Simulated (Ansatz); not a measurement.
BH5SSi (`[SiH3]BS`). Total charge 0; spin multiplicity 1.

Cartesian coordinates in Å:
```
Si -0.8066 0.9817 0.0648
B 0.5410 -0.4579 -0.3229
S 0.8260 -1.6970 0.8978
H -1.4421 0.8345 1.4029
H -1.8786 0.9584 -0.9702
H -0.1475 2.3170 0.0015
H 1.1476 -0.4950 -1.3496
H 1.7602 -2.4417 0.2758
```

(1) What are the harmonic wavenumbers in cm⁻¹ at PBE0-D4/def2-TZVP (Ansatz, finite differences of forces, unscaled)? (Estimate.)

(2) Is this a minimum?

(3) Give the ideal-gas thermochemistry at 298.15 K and 1 bar (rigid rotor, harmonic oscillator; point group Cs, symmetry number 1).

(4) And at 400, 500, 600, 800 and 1000 K?

Results:

(1) Ansatz gave: 96, 166, 370, 488, 586, 625, 779, 841, 874, 887, 936, 942, 1060, 2207, 2209, 2218, 2644, 2676.

(2) Yes, all 18 modes are real.

(3) Zero-point energy 123.2 kJ/mol; H(298) − E = 140.1 kJ/mol; entropy 307.6 J/(mol·K), of which translation 162.9, rotation 104.3, vibration 40.5; G(298) − E = 48.4 kJ/mol. Modes under 100 cm⁻¹ are hindered rotations or soft bends, so the harmonic entropy is rough.

(4) 
| T (K) | H − E (kJ/mol) | S (J/mol/K) | G − E (kJ/mol) |
| --- | --- | --- | --- |
| 400 | 149.6 | 334.9 | 15.6 |
| 500 | 160.3 | 358.9 | -19.1 |
| 600 | 172.2 | 380.5 | -56.1 |
| 800 | 198.5 | 418.3 | -136.1 |
| 1000 | 227.3 | 450.4 | -223.0 |
